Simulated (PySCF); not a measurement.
# How methods differ on the electron affinity of Cl

Cl⁻ [Ar] (1S) → Cl [Ne] 3s2 3p5 (2P), as a difference of total energies. All numbers are calculated (PySCF 2.14, scalar relativity by spin-free X2C-1e, in dyall-av3z (19s12p3d2f, 84 functions)). Correlated levels: valence: [Ne] frozen; virtual orbitals above 40 to 60 times the deepest correlated orbital energy dropped. The calculations carry no spin-orbit coupling.

Question: Order these methods by the electron affinity they give, lowest first.
A. MP2 (valence)
B. SCS-MP2 (valence)
C. TPSSh
D. revPBE

Answer: B (3.515 eV), C (3.548 eV), D (3.572 eV), A (3.613 eV).

A first-order spin-orbit estimate (lowest level to lowest level, LS coupling) adds -0.035 eV.

Errors of the correlated levels include the incompleteness of this basis and the frozen core.

In the anion the highest occupied orbital energy is positive at LDA, PBE, r2SCAN, revPBE, M06-L, a self-interaction effect; the basis confines that electron, and the energy difference can still be sensible.

For comparison: 3.613 eV (measured; photodetachment measurements, as compiled on the Wikipedia data page of electron affinities).
